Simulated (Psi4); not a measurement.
# B3LYP/def2-SVPD run of BPH5F (SMILES [BH3-][PH2+]F)

What is the vertical electron affinity of BPH5F at B3LYP/def2-SVPD? 

The results are computed with Psi4 1.11.

6 further runs of the same task are left out: 3 that didn't finish, 3 set aside as unsound or not needed.

### 1 The system as given

BPH5F: 8 atoms, total charge 0, spin state singlet. As SMILES, `[BH3-][PH2+]F`. The coordinates come from a GFN2-xTB relaxation.

Bond lengths: B1–P2 1.898 Å, P2–F3 1.617 Å, B1–H4 1.190 Å, B1–H5 1.190 Å, B1–H6 1.187 Å, P2–H7 1.396 Å, P2–H8 1.395 Å. Some angles: B1–P2–F3 111.9°, B1–P2–H7 125.3°, B1–P2–H8 125.4°, F3–P2–H7 95.1°, F3–P2–H8 95.1°, P2–B1–H4 104.6°, P2–B1–H5 104.5°, P2–B1–H6 105.6°, H7–P2–H8 96.7°, H4–B1–H5 114.0°.

### 2 Energy and forces at B3LYP/def2-SVPD

The input, bfh5p.inp:

```
memory 1600 mb

molecule {
  B     -0.525110     0.874630    -0.448000
  P      0.288000    -0.609520     0.411990
  F      1.529250    -1.194390    -0.442790
  H     -0.897030     0.447050    -1.494090
  H      0.345720     1.680310    -0.536530
  H     -1.410660     1.211300     0.267460
  H      0.983450    -0.558610     1.620810
  H     -0.313620    -1.850770     0.621140
  symmetry c1
  no_reorient
  no_com
}

set basis def2-SVPD
set reference rks
set puream true
set e_convergence 1e-09
set d_convergence 1e-08
set scf_type pk
set dft_radial_points 99
set dft_spherical_points 590

result, w = gradient('b3lyp', return_wfn=True)
oeprop(w, 'MULLIKEN_CHARGES', 'WIBERG_LOWDIN_INDICES', 'DIPOLE')
```

Launch:

```bash
$ psi4 -i bfh5p.inp -o bfh5p.out -n 1
```

bfh5p.out (excerpt; [...] marks lines left out):

```text
[...]
  Running in c1 symmetry.
[...]
  Nuclear repulsion =  113.265955171212397
[...]
  Multiplicity = 1
[...]
  Nalpha       = 17
  Nbeta        = 17
[...]
    Number of basis functions: 107
[...]
   @RKS iter   1:  -468.66183925805751   -1.22873e-01   5.43003e-03 DIIS/ADIIS
[...]
   @RKS iter  11:  -468.87557373200298    9.09495e-13   3.00850e-09 DIIS
[...]
    Orbital Energies [Eh]
    ---------------------
    Doubly Occupied:
       1A    -77.188353     2A    -24.728974     3A     -6.707580
       4A     -6.672333     5A     -4.842226     6A     -4.837210
       7A     -4.833765     8A     -1.217071     9A     -0.712995
      10A     -0.544108    11A     -0.527607    12A     -0.513125
      13A     -0.459828    14A     -0.413667    15A     -0.341351
      16A     -0.330844    17A     -0.325331
[...]
  @RKS Final Energy:  -468.87557373200298
   => Energetics <=
    Nuclear Repulsion Energy =            113.2659551712123971
    One-Electron Energy =                -871.0381290273071500
    Two-Electron Energy =                 320.8891422873130068
    DFT Exchange-Correlation Energy =     -31.9925421632212839
    Empirical Dispersion Energy =           0.0000000000000000
    VV10 Nonlocal Energy =                  0.0000000000000000
    Total Energy =                       -468.8755737320029766
[...]
  -Total Gradient:
     Atom            X                  Y                   Z
    ------   -----------------  -----------------  -----------------
       1       -0.000881949015     0.003530008954    -0.003275894481
       2       -0.009526983151     0.001967248635     0.009468265123
       3       -0.007939628500     0.001031739808     0.008985302113
       4        0.003461652869     0.007042411821     0.009092522306
       5       -0.010090457299    -0.006458157979    -0.001332682628
       6        0.010654812553    -0.003136788275    -0.009822369525
       7        0.000204308833    -0.008930094247    -0.011865431345
       8        0.014097571643     0.004977465845    -0.001253732078
[...]
 Multipole Moments:
 ------------------------------------------------------------------------------------
     Multipole            Electronic (a.u.)      Nuclear  (a.u.)        Total (a.u.)
 ------------------------------------------------------------------------------------
 L = 1.  Multiply by 2.5417464519 to convert [e a0] to [Debye]
 Dipole X            :        -26.6895491           26.7690288            0.0794797
 Dipole Y            :         26.7138693          -27.5708774           -0.8570081
 Dipole Z            :          0.1829697            0.8192530            1.0022226
 Magnitude           :                                                    1.3210716
[...]
  Mulliken Charges: (a.u.)
   Center  Symbol    Alpha    Beta     Spin     Total
       1     B     3.09917  3.09917  0.00000 -1.19833
       2     P     7.28542  7.28542  0.00000  0.42916
       3     F     4.78650  4.78650  0.00000 -0.57299
       4     H     0.33718  0.33718  0.00000  0.32564
       5     H     0.33731  0.33731  0.00000  0.32538
       6     H     0.32599  0.32599  0.00000  0.34801
       7     H     0.41421  0.41421  0.00000  0.17158
       8     H     0.41423  0.41423  0.00000  0.17155
   Total alpha = 17.00000, Total beta = 17.00000, Total charge =  0.00000
[...]
```

Run time: 50 s. Hardware: 1 thread of AMD EPYC 7R43 (Zen 3), shared host; peak memory 0.61 GiB.

### 3 The doublet anion, same level

The input, job.json:

```json
{
 "schema_name": "qcschema_input",
 "schema_version": 1,
 "molecule": {
  "schema_name": "qcschema_molecule",
  "schema_version": 2,
  "symbols": ["B", "P", "F", "H", "H", "H", "H", "H"],
  "geometry": [-0.99231409, 1.65281116, -0.8465973, 0.54424112, -1.15182587, 0.77854827, 2.88986368, -2.25706999, -0.83675183, -1.69514103, 0.84480206, -2.82342091, 0.65331612, 3.1753257, -1.01389476, -2.66576105, 2.28902525, 0.50542615, 1.85845116, -1.05561991, 3.062887, -0.59265591, -3.49744842, 1.17378449],
  "molecular_charge": -1,
  "molecular_multiplicity": 2,
  "fix_symmetry": "c1"
 },
 "driver": "gradient",
 "model": {
  "method": "b3lyp",
  "basis": "def2-SVPD"
 },
 "keywords": {
  "reference": "uks",
  "puream": true,
  "e_convergence": 1e-09,
  "d_convergence": 1e-08,
  "scf_type": "pk",
  "dft_radial_points": 99,
  "dft_spherical_points": 590,
  "maxiter": 200
 }
}
```

Launch:

```bash
$ psi4 --qcschema job.json -n 1 --memory 1600MB
```

stdout (excerpt; [...] marks lines left out):

```text
[...]
  Running in c1 symmetry.
[...]
  Nuclear repulsion =  113.265955074095800
[...]
  Multiplicity = 2
[...]
  Nalpha       = 18
  Nbeta        = 17
[...]
    Number of basis functions: 107
[...]
   @UKS iter   1:  -468.56123958963923   -2.22727e-02   6.21089e-03 DIIS/ADIIS
[...]
   @UKS iter  14:  -468.85463235812284   -1.90994e-11   5.84533e-09 DIIS
[...]
   @S^2 Observed:                7.517883752E-01
[...]
  @UKS Final Energy:  -468.85463235812284
   => Energetics <=
    Nuclear Repulsion Energy =            113.2659550740957997
    One-Electron Energy =                -878.8924987233210686
    Two-Electron Energy =                 328.9681779308976388
    DFT Exchange-Correlation Energy =     -32.1962666397952475
    Empirical Dispersion Energy =           0.0000000000000000
    VV10 Nonlocal Energy =                  0.0000000000000000
    Total Energy =                       -468.8546323581228421
[...]
 Multipole Moments:
 ------------------------------------------------------------------------------------
     Multipole            Electronic (a.u.)      Nuclear  (a.u.)        Total (a.u.)
 ------------------------------------------------------------------------------------
 L = 1.  Multiply by 2.5417464519 to convert [e a0] to [Debye]
 Dipole X            :          3.7514727           -3.2932526            0.4582202
 Dipole Y            :         -3.4401830            2.6029373           -0.8372457
 Dipole Z            :         -0.4325709            0.9175988            0.4850279
 Magnitude           :                                                    1.0706065
[...]
  -Total Gradient:
     Atom            X                  Y                   Z
    ------   -----------------  -----------------  -----------------
       1       -0.004038841743     0.004242430917    -0.000118573904
       2        0.050784189194    -0.012569551289    -0.049872133146
       3       -0.051504896741     0.022900609357     0.037205181479
       4        0.005548500674     0.001097512826     0.016680888876
       5       -0.009563014077    -0.013964645381     0.005043105715
       6        0.014941302106    -0.009292515534    -0.007429661478
       7       -0.015661015029    -0.008723476962    -0.010385859553
       8        0.009473805620     0.016333809202     0.008871676584
[...]
```

The result, in JSON:

```text
{
 "driver": "gradient",
 "model": {
  "method": "b3lyp",
  "basis": "def2-SVPD"
 },
 "success": true,
 "return_result": [-0.004038841743205612, 0.004242430917153733, -0.00011857390407370855, 0.05078418919377267, -0.01256955128855336, -0.04987213314551201, -0.05150489674071024, 0.02290060935716985, 0.03720518147905047, 0.005548500673534872, 0.0010975128264120587, 0.01668088887598887, -0.00956301407699206, -0.013964645381490948, 0.0050431057152369625, 0.014941302106054849, -0.009292515534234796, -0.007429661478462718, -0.015661015028749392, -0.008723476962225795, -0.010385859553394383, 0.009473805620087067, 0.01633380920152286, 0.008871676584089166],
 "properties": {
  "calcinfo_nbasis": 107,
  "calcinfo_nmo": 107,
  "calcinfo_nalpha": 18,
  "calcinfo_nbeta": 17,
  "calcinfo_natom": 8,
  "nuclear_repulsion_energy": 113.2659550740958,
  "return_energy": -468.85463235812284,
  "return_gradient": [-0.004038841743205612, 0.004242430917153733, -0.00011857390407370855, 0.05078418919377267, -0.01256955128855336, -0.04987213314551201, -0.05150489674071024, 0.02290060935716985, 0.03720518147905047, 0.005548500673534872, 0.0010975128264120587, 0.01668088887598887, -0.00956301407699206, -0.013964645381490948, 0.0050431057152369625, 0.014941302106054849, -0.009292515534234796, -0.007429661478462718, -0.015661015028749392, -0.008723476962225795, -0.010385859553394383, 0.009473805620087067, 0.01633380920152286, 0.008871676584089166],
  "scf_one_electron_energy": -878.8924987233211,
  "scf_two_electron_energy": 328.96817793089764,
  "scf_xc_energy": -32.19626663979525,
  "scf_dipole_moment": [0.4582201655959368, -0.8372457306216332, 0.48502787642135914],
  "scf_total_energy": -468.85463235812284,
  "scf_total_gradient": [-0.004038841743205612, 0.004242430917153733, -0.00011857390407370855, 0.05078418919377267, -0.01256955128855336, -0.04987213314551201, -0.05150489674071024, 0.02290060935716985, 0.03720518147905047, 0.005548500673534872, 0.0010975128264120587, 0.01668088887598887, -0.00956301407699206, -0.013964645381490948, 0.0050431057152369625, 0.014941302106054849, -0.009292515534234796, -0.007429661478462718, -0.015661015028749392, -0.008723476962225795, -0.010385859553394383, 0.009473805620087067, 0.01633380920152286, 0.008871676584089166],
  "scf_iterations": 14
 }
}
```

It took 81 s on 1 thread of AMD EPYC 7R43 (Zen 3), shared host; peak memory 0.62 GiB.

### 4 Outcome

Level: B3LYP/def2-SVPD.

```
                                         quantity          value
                      singlet BPH5F: total energy  -468.87557 Eh
                     singlet BPH5F: dipole moment         3.36 D
                       singlet BPH5F: HOMO energy       -8.85 eV
                       singlet BPH5F: LUMO energy       -1.58 eV
                     singlet BPH5F: HOMO–LUMO gap        7.27 eV
          singlet BPH5F: largest force on an atom     0.771 eV/Å
                      doublet anion: total energy  -468.85463 Eh
doublet anion: HOMO energy (highest over α and β)        2.69 eV
 doublet anion: LUMO energy (lowest over α and β)        4.28 eV
                              doublet anion: ⟨S²⟩          0.752
          doublet anion: largest force on an atom     3.717 eV/Å
vertical electron affinity (to the doublet anion)      -0.570 eV
```

**Reading.** The anion lies 0.57 eV (55.0 kJ/mol) above the neutral: the electron isn't bound at this level, and such a value depends on the basis. The largest force (singlet BPH5F) is 0.77 eV/Å: the shape isn't a stationary point for this species at this level. The HOMO (doublet anion) lies at positive energy, 2.69 eV; only total energies tell whether the electron is bound.
